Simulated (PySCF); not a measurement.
PySCF input (CCSD(T)/cc-pVDZ):

```python
from pyscf import gto, scf, mp, cc as ccmod

mol = gto.M(
    atom='''
    S     0.00079836    0.00101417    0.10422964
    H    -0.00010930    0.98195700   -0.84351873
    H    -0.01266448   -0.99818372   -0.82415549
    ''',
    basis='cc-pvdz',
    charge=1,
    spin=1,
    verbose=4,
)

mf = scf.UHF(mol)
mf.conv_tol = 1e-10
mf.max_cycle = 100
mf.kernel()
mo, _, stable, _ = mf.stability(return_status=True)
if not stable:
    mf.kernel(mf.make_rdm1(mo, mf.mo_occ))
mp2 = mp.MP2(mf, frozen=5).run()
cc = ccmod.CCSD(mf, frozen=5)
cc.max_cycle = 100
cc.kernel()
et = cc.ccsd_t()
print(f'E(CCSD(T)) = {cc.e_tot + et:.9f}')
```

Output:

```
PySCF version 2.14.0

[INPUT] verbose = 4
[INPUT] num. atoms = 3
[INPUT] num. electrons = 17
[INPUT] charge = 1
[INPUT] spin (= nelec alpha-beta = 2S) = 1
[INPUT] symmetry False subgroup None
[INPUT] Mole.unit = angstrom
[INPUT] Symbol           X                Y                Z      unit          X                Y                Z       unit  Magmom
[INPUT]  1 S      0.000798360000   0.001014170000   0.104229640000 AA    0.001508681749   0.001916503544   0.196965473662 Bohr   0.0
[INPUT]  2 H     -0.000109300000   0.981957000000  -0.843518730000 AA   -0.000206547065   1.855629796100  -1.594019380641 Bohr   0.0
[INPUT]  3 H     -0.012664480000  -0.998183720000  -0.824155490000 AA   -0.023932398710  -1.886293852800  -1.557428160157 Bohr   0.0

nuclear repulsion = 12.6820033403386
number of shells = 11
number of NR pGTOs = 55
number of NR cGTOs = 28
basis = cc-pvdz
ecp = {}

******** <class 'pyscf.scf.uhf.UHF'> ********
method = UHF
initial guess = minao
damping factor = 0
level_shift factor = 0
DIIS = <class 'pyscf.scf.diis.CDIIS'>
diis_start_cycle = 1
diis_space = 8
diis_damp = 0
SCF conv_tol = 1e-10
SCF conv_tol_grad = None
SCF max_cycles = 100
direct_scf = True
direct_scf_tol = 1e-13
number electrons alpha = 9  beta = 8
Set gradient conv threshold to 1e-05
init E= -398.49590870225
  alpha nocc = 9  HOMO = -0.311847195618993  LUMO = 0.0952039923926891
  beta  nocc = 8  HOMO = -0.451804234678813  LUMO = -0.311847195618993

WARN: HOMO -0.311847195618993 >= LUMO -0.311847195618993

cycle= 1 E= -398.306877846703  delta_E= 0.189  |g|= 0.242  |ddm|= 0.927
  alpha nocc = 9  HOMO = -0.840474107311794  LUMO = -0.15473223623256
  beta  nocc = 8  HOMO = -0.857730517191564  LUMO = -0.369436641077532
  HOMO = -0.840474107312  LUMO = -0.369436641078  gap/eV = 12.81758
cycle= 2 E= -398.353454396223  delta_E= -0.0466  |g|= 0.0546  |ddm|= 0.321
  alpha nocc = 9  HOMO = -0.794850127200736  LUMO = -0.114813821951271
  beta  nocc = 8  HOMO = -0.812187181383618  LUMO = -0.302672994627686
  HOMO = -0.794850127201  LUMO = -0.302672994628  gap/eV = 13.39282
cycle= 3 E= -398.355626070621  delta_E= -0.00217  |g|= 0.0175  |ddm|= 0.0523
  alpha nocc = 9  HOMO = -0.802785157552922  LUMO = -0.112853063528252
  beta  nocc = 8  HOMO = -0.815427888230242  LUMO = -0.301249095381341
  HOMO = -0.802785157553  LUMO = -0.301249095381  gap/eV = 13.64749
cycle= 4 E= -398.356003905437  delta_E= -0.000378  |g|= 0.00523  |ddm|= 0.0234
  alpha nocc = 9  HOMO = -0.804401633242137  LUMO = -0.112768962474957
  beta  nocc = 8  HOMO = -0.815717186268885  LUMO = -0.300412857926389
  HOMO = -0.804401633242  LUMO = -0.300412857926  gap/eV = 13.71423
cycle= 5 E= -398.356046127402  delta_E= -4.22e-05  |g|= 0.00191  |ddm|= 0.00871
  alpha nocc = 9  HOMO = -0.804994477526338  LUMO = -0.112895333353093
  beta  nocc = 8  HOMO = -0.81622891103441  LUMO = -0.300510820926776
  HOMO = -0.804994477526  LUMO = -0.300510820927  gap/eV = 13.72770
cycle= 6 E= -398.356053354602  delta_E= -7.23e-06  |g|= 0.000922  |ddm|= 0.00355
  alpha nocc = 9  HOMO = -0.804931230049857  LUMO = -0.112813352206832
  beta  nocc = 8  HOMO = -0.816127353243164  LUMO = -0.300369206101453
  HOMO = -0.80493123005  LUMO = -0.300369206101  gap/eV = 13.72983
cycle= 7 E= -398.356055796245  delta_E= -2.44e-06  |g|= 0.000359  |ddm|= 0.0025
  alpha nocc = 9  HOMO = -0.804936767248158  LUMO = -0.11282427351387
  beta  nocc = 8  HOMO = -0.81613676772059  LUMO = -0.300385983881105
  HOMO = -0.804936767248  LUMO = -0.300385983881  gap/eV = 13.72953
cycle= 8 E= -398.356056224304  delta_E= -4.28e-07  |g|= 8.45e-05  |ddm|= 0.00139
  alpha nocc = 9  HOMO = -0.804929926388968  LUMO = -0.112828338689716
  beta  nocc = 8  HOMO = -0.816118027448965  LUMO = -0.300381455198942
  HOMO = -0.804929926389  LUMO = -0.300381455199  gap/eV = 13.72946
cycle= 9 E= -398.356056240735  delta_E= -1.64e-08  |g|= 1.38e-05  |ddm|= 0.000271
  alpha nocc = 9  HOMO = -0.804932312476354  LUMO = -0.112830662057241
  beta  nocc = 8  HOMO = -0.816115989812458  LUMO = -0.300383928672181
  HOMO = -0.804932312476  LUMO = -0.300383928672  gap/eV = 13.72946
cycle= 10 E= -398.356056241026  delta_E= -2.91e-10  |g|= 3.03e-06  |ddm|= 2.79e-05
  alpha nocc = 9  HOMO = -0.804932433438232  LUMO = -0.112831114092951
  beta  nocc = 8  HOMO = -0.816114819264714  LUMO = -0.300384026921227
  HOMO = -0.804932433438  LUMO = -0.300384026921  gap/eV = 13.72946
cycle= 11 E= -398.35605624104  delta_E= -1.43e-11  |g|= 7.13e-07  |ddm|= 5.93e-06
  alpha nocc = 9  HOMO = -0.804932550401277  LUMO = -0.112831261008219
  beta  nocc = 8  HOMO = -0.816114748534822  LUMO = -0.30038412072014
  HOMO = -0.804932550401  LUMO = -0.30038412072  gap/eV = 13.72946
Extra cycle  E= -398.35605624104  delta_E= -3.41e-13  |g|= 3.39e-07  |ddm|= 9.67e-07
converged SCF energy = -398.35605624104  <S^2> = 0.76189732  2S+1 = 2.0118621
uhf_internal: lowest eigs of H = [0.21769129 0.41565658 0.42964492]
<class 'pyscf.scf.uhf.UHF'> wavefunction is stable in the internal stability analysis

******** <class 'pyscf.mp.ump2.UMP2'> ********
nocc = (np.int64(4), np.int64(3)), nmo = (23, 23)
frozen orbitals 5
E(UMP2) = -398.471757015032  E_corr = -0.115700773991501
E(SCS-UMP2) = -398.475295329209  E_corr = -0.11923908816886
E_corr(same-spin) = -0.0226175084087781
E_corr(oppo-spin) = -0.0930832655827226

******** <class 'pyscf.cc.uccsd.UCCSD'> ********
CC2 = 0
CCSD nocc = (np.int64(4), np.int64(3)), nmo = (23, 23)
frozen orbitals 5
max_cycle = 100
direct = 0
conv_tol = 1e-07
conv_tol_normt = 1e-06
diis_space = 6
diis_start_cycle = 0
diis_start_energy_diff = 1e+09
Init t2, MP2 energy = -0.115700774430362
Init E_corr(UCCSD) = -0.115700774430467
cycle = 1  E_corr(UCCSD) = -0.134169238798189  dE = -0.0184684644  norm(t1,t2) = 0.0473254
cycle = 2  E_corr(UCCSD) = -0.138586269434804  dE = -0.00441703064  norm(t1,t2) = 0.0175171
cycle = 3  E_corr(UCCSD) = -0.140981865570704  dE = -0.00239559614  norm(t1,t2) = 0.00798519
cycle = 4  E_corr(UCCSD) = -0.140926201181741  dE = 5.5664389e-05  norm(t1,t2) = 0.00163849
cycle = 5  E_corr(UCCSD) = -0.140928598917256  dE = -2.39773551e-06  norm(t1,t2) = 0.000544223
cycle = 6  E_corr(UCCSD) = -0.140936628393135  dE = -8.02947588e-06  norm(t1,t2) = 0.000186151
cycle = 7  E_corr(UCCSD) = -0.140935454370333  dE = 1.1740228e-06  norm(t1,t2) = 7.09056e-05
cycle = 8  E_corr(UCCSD) = -0.140935865707451  dE = -4.11337118e-07  norm(t1,t2) = 1.95791e-05
cycle = 9  E_corr(UCCSD) = -0.140936081732652  dE = -2.16025201e-07  norm(t1,t2) = 6.15658e-06
cycle = 10  E_corr(UCCSD) = -0.140936074288872  dE = 7.44378001e-09  norm(t1,t2) = 1.36027e-06
cycle = 11  E_corr(UCCSD) = -0.140936089311678  dE = -1.50228064e-08  norm(t1,t2) = 4.83785e-07
UCCSD converged
E(UCCSD) = -398.4969923303521  E_corr = -0.1409360893116783
UCCSD(T) correction = -0.00280698347761631
E(CCSD(T)) = -398.499799314
```
